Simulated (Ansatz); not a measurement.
# CH₅Al (triplet): the correlation ladder at distance Al1–H4 along a hydrogen transfer = 1.824 Å, cc-pVDZ

The task here is to estimate one member of a computed series from the others.

Program: Ansatz 0.2.0, Gaussian basis. Level of theory: cc-pVDZ, core rule «outside noble gas», up to 6 orbitals frozen. These are calculated values, not measurements.

The runs, in order: UHF; CCSD(T) on ROHF; CCSD(T) on UHF; BCCD(T) on ROHF; CISD; CCSDT(Q) on ROHF; CCSDT(Q) on UHF; CASSCF and NEVPT2, 4 electrons in 4 orbitals.

7 further runs of the same task are left out: 1 for a mislabelled method, 6 that didn't finish.

**The system**

The geometry derives from fragments relaxed apart (PBE0/def2-TZVP) and kept rigid, so it is no stationary point. A hydrogen atom is moved between rigid fragments.

7 atoms, charge 0, spin multiplicity 3.

Atoms are counted from 1 here; the program's logs count them from 0.

Bond lengths: Al1–H2 1.586 Å, Al1–H3 1.586 Å, Al1–H4 1.824 Å, H4–C5 1.268 Å, C5–H6 1.079 Å, C5–H7 1.079 Å. Angles: H2–Al1–H3 120.0°, H2–Al1–H4 120.0°, H3–Al1–H4 120.0°, Al1–H4–C5 180.0°, H4–C5–H6 112.6°, H4–C5–H7 112.6°, H6–C5–H7 134.8°.

As a file:

```xyz
7
CH5Al
Al   -1.0094    0.0000    0.0000
H    -1.8023    1.3734    0.0000
H    -1.8023   -1.3734    0.0000
H     0.8146    0.0000    0.0000
C     2.0826    0.0000    0.0000
H     2.4971    0.0000    0.9962
H     2.4971    0.0000   -0.9962
```

Set-up of the first run:

Contents of in.yaml:

```yaml
crystal:
  periodic: [false, false, false]
  atoms:
    - {symbol: Al, position_ang: [-1.009398, 0.000000, 0.000000]}
    - {symbol: H, position_ang: [-1.802322, 1.373384, 0.000000]}
    - {symbol: H, position_ang: [-1.802322, -1.373384, 0.000000]}
    - {symbol: H, position_ang: [0.814602, 0.000000, 0.000000]}
    - {symbol: C, position_ang: [2.082602, 0.000000, 0.000000]}
    - {symbol: H, position_ang: [2.497070, 0.000000, 0.996161]}
    - {symbol: H, position_ang: [2.497070, 0.000000, -0.996161]}
basis:
  gaussian: {orbitals: cc-pVDZ}
magnetization: {spin_polarized: true, initial_magnetization: 2}
hamiltonian: {xc: hf}
output: {orbitals: {seedname: orbitals}}
```

Run with:

```
> ansatz run in.yaml --threads 1 --pin off --events-out ev --progress --plain --max-ram 2393MiB
```

Steps of the session up to this table: UHF; CCSD(T) on ROHF; CCSD(T) on UHF; BCCD(T) on ROHF; CISD; CCSDT(Q) on ROHF; CCSDT(Q) on UHF; CASSCF and NEVPT2, 4 electrons in 4 orbitals.

One of the session's tables, all rows but one given; the rest of the session is left out.

It belongs to the step «Misses and costs». 

| method | from UCCSDT(Q) (meV) |
| --- | --- |
| ROHF | +6835.2 |
| UHF | +6549.9 |
| RMP2 | +1311.6 |
| UMP2 | +1353.9 |
| CISD | +698.3 |
| RCCSD | ? |
| UCCSD | +164.8 |
| RCCSD(T) | +34.0 |
| UCCSD(T) | +34.8 |
| BCCD(T) | +34.6 |
| RCCSDT | +7.1 |
| UCCSDT | +6.1 |
| RCCSDT(Q) | +0.8 |
| UCCSDT(Q) | 0 |
| CASSCF pair | +6233.7 |
| NEVPT2 pair | +1332.5 |

**Question.** Estimate the row for RCCSD.

The run gave: from UCCSDT(Q) (meV): +169.7. In the column «from UCCSDT(Q) (meV)» it lies between UCCSD (+164.8) and CISD (+698.3).

Caveats from the session: Restricted and unrestricted rows rest on different reference determinants; where their highest levels disagree by more than a few hundredths of an eV, they describe different states and don't form one ladder.
